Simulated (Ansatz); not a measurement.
Abridged output of a molecular run in Ansatz:

```
Functional definition: HF
  name "HF"
  cite "Fock, Z. Phys. 61, 126 (1930) doi:10.1007/BF01340294"
  parent pbe
  exchange = exact_x
  correlation = 0
these checks for a lower state are left out or cut short: cluster_reference
1096 factors; integrals over basis functions are off by at most 1.0e-3 eV
mean field evaluation 1: about -5092.2543 eV, gradient 2.9e1 eV
mean field evaluation 2: about -5092.2549 eV, gradient 2.9e1 eV
mean field evaluation 4: about -5095.5139 eV, gradient 3.8e0 eV
mean field evaluation 8: about -5095.8265 eV, gradient 2.8e-1 eV
mean field evaluation 16: about -5095.8280 eV, gradient 6.0e-2 eV
mean field -5095.82802681 eV, -187.2682259090 hartree, gradient 1.4e-6 eV, S^2 0.967025; 2 other end points of the search recorded, 0 dependent functions left out
3 core orbitals not correlated: weight in the atoms' cores, before any rotation towards them, 1.000 or more for the frozen orbitals, at most 0.000 for the correlated occupied ones
reference -5095.82802681 eV, -187.2682259090 hartree; 8, 7 occupied and 160, 161 virtual orbitals, 1096 factors
second order -15.15630266 eV of doubles, -0.00000000 eV of singles
cycle   1  -14.93298070 eV  change    2.2e-1 eV  update   1.2e-1
cycle   2  -15.52763546 eV  change   -5.9e-1 eV  update   4.9e-2
cycle   3  -15.80729786 eV  change   -2.8e-1 eV  update   3.6e-2
cycle   4  -15.80757770 eV  change   -2.8e-4 eV  update   1.0e-2
cycle   5  -15.80760355 eV  change   -2.6e-5 eV  update   3.8e-3
cycle   6  -15.81296864 eV  change   -5.4e-3 eV  update   1.4e-3
cycle   7  -15.81318017 eV  change   -2.1e-4 eV  update   5.0e-4
cycle   8  -15.81350148 eV  change   -3.2e-4 eV  update   1.6e-4
cycle   9  -15.81356260 eV  change   -6.1e-5 eV  update   4.7e-5
cycle  10  -15.81353751 eV  change    2.5e-5 eV  update   1.5e-5
cycle  11  -15.81355568 eV  change   -1.8e-5 eV  update   5.4e-6
perturbative correction -0.76352003 eV, -0.0280588437 hartree
Total energy: -5112.40510253 eV, -187.8774222052 hartree
Checks for a lower state left out: cluster_reference
```

Its atoms:

```xyz
3

O     0.014    0.624    0.988
C     0.000    0.000    0.000
O    -0.014   -0.624   -0.988
```

Q: Which basis set was used?
A. def2-SVPD
B. def2-QZVPP
C. cc-pV(D+d)Z
D. def2-TZVPP

A: B. It gives 171 functions.

Q: Write the keys of the input that set method, charge and spin (a neutral closed shell needs none for the last two).

A: 
```yaml
total_charge: 1
magnetization: {spin_polarized: true, initial_magnetization: 1}
correlation: {method: ccsd_t}
scf: {omitted_lower_state_checks: [cluster_reference]}
```
